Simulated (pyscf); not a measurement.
**Four-centre exchange: Cl–Sn:–Cl [singlet] + H₂S → HCl + HS–Sn:–Cl [singlet]**

Gas phase, singlet surface, charge 0. Bonds broken: Cl1–Sn2, S4–H5. Bonds formed: Cl1–H5, Sn2–S4. Optimised with ωB97X-D3(BJ)/def2-SVP in PySCF. Correlated levels are frozen-core, on RHF or UHF. ΔMP2 is the change of the MP2 total energy from the triple- to the quadruple-zeta basis.

Transition state (Å):

```xyz
6

Cl     0.9714     0.2188     0.3519
Sn    -1.4991    -0.3633     1.3567
Cl    -1.3701    -2.6288     0.6606
S     -1.8097     0.3937    -1.0945
H     -0.0905     0.3705    -0.6419
H     -1.9463     1.7043    -0.8013
```

One imaginary mode, 446i cm⁻¹; descent along it reached the two sides named, in the forms told below.

```tsv
bond	change	reactant side (Å)	saddle	product side
Cl1–Sn2	breaks	2.415	2.7	3.1
S4–H5	breaks	1.352	1.778	2.404
Cl1–H5	forms	3.7	1.462	1.305
Sn2–S4	forms	2.9	2.584	2.474
```

Electronic energies relative to the separated reactants (eV):

```
level                             barrier  reaction energy  reverse barrier
--------------------------------  -------  ---------------  ---------------
ωB97X-D3(BJ)/def2-TZVP               0.10            +0.31            -0.21
PBE/def2-TZVP                        0.00            +0.33            -0.32
r²SCAN/def2-TZVP                     0.01            +0.34            -0.33
B3LYP-D3(BJ)/def2-TZVP               0.13            +0.36            -0.23
PBE0-D3(BJ)/def2-TZVP                0.01            +0.31            -0.30
M06-2X/def2-TZVP                     0.22            +0.39            -0.16
ωB97M-D3(BJ)/def2-TZVP               0.26            +0.36            -0.10
HF/def2-TZVP                         0.98            +0.48             0.50
MP2/def2-QZVPP                       0.07            +0.31            -0.24
CCSD/def2-TZVPP                      0.41            +0.33             0.08
CCSD(T)/def2-TZVPP                   0.28            +0.30            -0.02
CCSD(T)/def2-TZVPP + ΔMP2(QZVPP)     0.22            +0.32            -0.10
```

With CCSD(T)/def2-TZVPP + ΔMP2(QZVPP) energies and thermal terms (ideal gas, 1 atm, RRHO with modes under 100 cm⁻¹ raised to 100, one conformer, R ln 2 for chiral ones without a mode under 150 cm⁻¹), in eV:

| T (K) | ΔH‡ | ΔG‡ | ΔH | ΔG |
|---|---|---|---|---|
| 298 | 0.17 | 0.64 | +0.32 | +0.34 |
| 600 | 0.19 | 1.12 | +0.34 | +0.36 |
| 900 | 0.22 | 1.58 | +0.36 | +0.36 |
| 1200 | 0.26 | 2.02 | +0.37 | +0.36 |

On the reactant side the descent ends in an adduct with a S–Sn contact (not fully relaxed), 0.62 eV under the separated species and 0.72 eV under the saddle at ωB97X-D3(BJ)/def2-TZVP. On the product side the descent ends in a complex, 0.33 eV under the separated species and 0.12 eV under the saddle at ωB97X-D3(BJ)/def2-TZVP. At ωB97X-D3(BJ)/def2-TZVP, PBE, r²SCAN, B3LYP-D3(BJ), PBE0-D3(BJ), M06-2X, ωB97M-D3(BJ)/def2-TZVP, MP2, CCSD(T), CCSD(T) the saddle lies under the separated products, which points to a path from their complex (located at ωB97X-D3(BJ) alone), and parting the products costs more than the saddle. What is counted as formed (S–Sn) is already present as a longer contact in the reactant adduct; forming that adduct is a step of its own. This is the saddle that the search found; another between the same sides may lie lower. The CCSD(T) − MP2 part came from Ansatz, without density fitting, on the same reference. The frozen core leaves the outer d or s,p core shells of the metals and heavy elements correlated in the MP2 and CC values, and def2-TZVPP describes them poorly, which can shift differences by a few kcal/mol. Elements past Kr carry the def2 core potentials, without spin-orbit coupling.
